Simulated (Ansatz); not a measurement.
Bulk modulus B0 of some elemental solids other than molecular ones

Method: r²SCAN+SOC (PAW; Ansatz, a program for electronic structure). References are measured values corrected to a static lattice.

Values in GPa.

```
solid                              reference  r²SCAN+SOC  error (%)
--------------------------  ----------------  ----------  ---------
hcp Re                                   369         384       +4.1
fcc Pt                                   289         268       -7.3
hcp Hf                                   110         110        0.0
body-centred tetragonal In             44.7¶        42.4       -5.1
bcc Ba                      9.34 (9.34–10.6)        8.41      -10.0
fcc Au                                   182         161      -11.5
fcc Ir                                   365         371       +1.6
bcc W                          312 (300–328)         319       +2.2
fcc Pb                                    47        41.6      -11.5
bcc Ta                                   198         200       +1.0
bcc Cs                      2.11 (2.11–2.35)        1.85      -12.3
hcp Os                                   425         423       -0.5
hcp Tl                                 37.4¶        32.6      -12.8
```

Over these 13 solids the mean error is -4.8 %, the mean absolute error 6.2 % (median 5.1 %), and the worst case hcp Tl at -12.8 %; the value is below the reference in 8 of 13 cases.

All these references are brought to a static lattice.

¶ marks references of a special kind: body-centred tetragonal In, 44.7 GPa (measured, copied from a table, unchecked, extrapolated to 0 K and zero-point effects removed; as tabulated in Lejaeghere et al. (2013), arXiv:1204.2733); hcp Tl, 37.4 GPa (measured, copied from a table, unchecked, extrapolated to 0 K and zero-point effects removed; as tabulated in Lejaeghere et al. (2013), arXiv:1204.2733).

In Ansatz's fits of the non-cubic solids, shape and atoms are relaxed at each volume.

Brackets give the range of the sources taken for a reference, where it is wide; it can hold other temperatures.

Differences are worked out from the printed values.

Each level is taken at its own relaxed cell. Ansatz's density-functional and Hartree–Fock values are scalar-relativistic unless marked +SOC, with PAW data made under PBE.

Not in this set, of the elemental solids other than molecular ones with a reference value in our tables and a result at some level: 25 for no value at r²SCAN+SOC (not run, a failed fit, an unstable or unbound cell, or a value held back for tests); 6 for sources at odds; 4 for a reference at room or unstated temperature; 1 for a value of another source that differs by over 15 % in a way that heat doesn't explain. These can be a level's best or worst cases. Solids without a released value at any level aren't counted. Layered and molecular crystals are counted apart. The metals Ce to Yb are counted apart.

References as tabulated in Levämäki et al. (2014), arXiv:1402.3671; doi:10.1021/acs.jctc.3c00612; Lejaeghere et al. (2013), arXiv:1204.2733; Mejia-Rodriguez and Trickey (2018), arXiv:1807.09216.
